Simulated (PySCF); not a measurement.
# formaldehyde: calculation against experiment

**Experimental background.**

NIST CCCBDB Release 22 (SRD 101), experimental dipoles lists, for the gas: dipole moment (microwave Stark effect, vibrational ground state) 2.332 D.

The runs below try to reproduce these values; the comparison stands at the end.

Formaldehyde, CH₂O.
SMILES with atom numbers: `[CH2:1]=[O:2]` (hydrogens: H3, H4 on C1)

Geometry (PBE/def2-TZVP, Å), atoms numbered from 1 in this order:
```xyz
4
CH2O angstrom
C      0.041    0.006   -0.007
O      1.230   -0.205   -0.017
H     -0.712   -0.821    0.002
H     -0.378    1.044   -0.008
```

The PySCF runs (gas phase, on this PBE/def2-TZVP geometry; no spin–orbit coupling):

```json
{"level": "PBE/def2-TZVP, grid level 1", "job": "geometry optimisation from a GFN2-xTB start", "basis functions": "74", "wall time": "2.8 s"}
```

Hardware: one thread of an Arm Neoverse V1, on a shared host.

**Comparison with experiment**

**Dipole moment.** Measured: 2.332 D (NIST CCCBDB Release 22 (SRD 101), experimental dipoles).

```json
{"level": "PBE/def2-TZVP", "computed (D)": "2.164", "computed − measured (D)": "-0.168", "% (from the printed values)": "-7"}
```

The computed dipoles belong to one fixed geometry; measured ones are averaged over vibrations unless marked μe. Magnitudes are compared, not signs.

The geometry is computed, not the measured one. Where a level misses, the cause wasn't examined.
